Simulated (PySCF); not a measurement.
One of the candidates below gave these computed data.

All candidates are C3H4N2.

| technique | computed result |
| --- | --- |
| Rotational structure | rotational constants A, B, C: 21.782, 2.791, 2.663 GHz [PBE0-D3(BJ)/def2-SVP] |
| Dipole | 4.87 D [wB97X-D/def2-SVPD] |
| NMR, other nuclei | isotropic shieldings of nuclei other than C and H, by class: -138 (1 N), -46 (1 N) ppm [GIAO B3LYP/pcSseg-2] |
| Triplet | lowest triplet excitation (Tamm–Dancoff): 4.29 eV [TDA wB97X-D/def2-SVPD] |
| 1H NMR | chemical shifts (computed TMS as zero) by class: 7.68 (1 H), 7.37 (1 H), 4.17 (2 H) ppm [GIAO B3LYP/pcSseg-2] |
| XPS | C1s 292.5, C1s 292.6, C1s 293.3, N1s 405.4, N1s 405.9 eV [ΔSCF SCAN, pcX-2 on the ionised atom, pcseg-1 elsewhere, spin-free X2C] |
| Valence photoelectron | vertical ionisation energy: 10.62 eV [ΔSCF wB97X-D/def2-SVPD] |
| 13C NMR | chemical shifts (computed TMS as zero) by class: 166.7 (1 C), 122.1 (1 C), 54.8 (1 C) ppm [GIAO B3LYP/pcSseg-2] |

Gas-phase values; electronic properties from PySCF, density fitting. Levels stand in brackets. One conformer (not necessarily the lowest) at the PBE0-D3(BJ)/def2-SVP geometry, without solvent, vibrations or thermal averaging. NMR values are class means; diastereotopic atoms form classes of their own.

Question: Which candidate is it?
A. `C/N=C\C#N`
B. `C/N=C/C#N`
C. `C=NCC#N`

Answer: C. It is `C=NCC#N`. Numbering: `[CH2:1]=[N:2][CH2:3][C:4]#[N:5]`. Its formula, C3H4N2, gives 3 degrees of unsaturation: 0 rings and 3 π bonds in the structure found. 3 carbons fall into 3 classes; from least to most shielded: imine carbon [C1] (166.7 ppm), nitrile carbon [C4] (122.1 ppm), sp3 carbon bound to nitrogen [C3] (54.8 ppm). Hydrogen classes from least to most shielded: 1 H on an imine carbon, C1 (7.68 ppm), 1 H on an imine carbon, C1 (7.37 ppm), 2 H on an sp3 carbon bound to nitrogen, C3 (4.17 ppm, a mean of values up to 1.0 ppm apart in this geometry). The other shieldings belong to: -138 ppm, imine nitrogen [N2]; -46 ppm, nitrile nitrogen [N5]. The core levels belong to: C1s 292.5 eV, nitrile carbon [C4]; C1s 292.6 eV, imine carbon [C1]; C1s 293.3 eV, sp3 carbon bound to nitrogen [C3]; N1s 405.4 eV, nitrile nitrogen [N5]; N1s 405.9 eV, imine nitrogen [N2]. The hole state at 292.6 eV has ⟨S²⟩ = 0.82 against 0.75, so that value is less sure. The hole state at 292.5 eV has ⟨S²⟩ = 0.83 against 0.75, so that value is less sure. The first electron is taken from the HOMO, whose largest Löwdin shares are 0.59 on the imine nitrogen, 0.13 on the imine carbon, 0.11 on the sp3 carbon bound to nitrogen and 0.06 on a hydrogen on a C=N carbon. The optimised geometry has point group C1 and is an asymmetric top.

The others, at the same levels:
- `C/N=C\C#N` fails: its computed 13C shifts are 140.9 (1 C), 114.9 (1 C), 51.1 (1 C) ppm, core binding energies are C1s 292.2, C1s 292.7, C1s 293.3, N1s 405.6, N1s 405.8 eV and 1H shifts are 7.42 (1 H), 3.92 (3 H) ppm.
- `C/N=C/C#N` fails: its computed 13C shifts are 144.4 (1 C), 121.9 (1 C), 54.6 (1 C) ppm, 1H shifts are 7.42 (1 H), 3.70 (3 H) ppm and lowest triplet excitation (Tamm–Dancoff) is 3.72 eV (against 4.29 eV).

Each candidate is one conformer, not necessarily the lowest. The conformers computed, where there is a choice (atom-mapped SMILES and torsion angles):
- `[CH2:1]=[N:2][CH2:3][C:4]#[N:5]`: C1–N2–C3–C4 124°
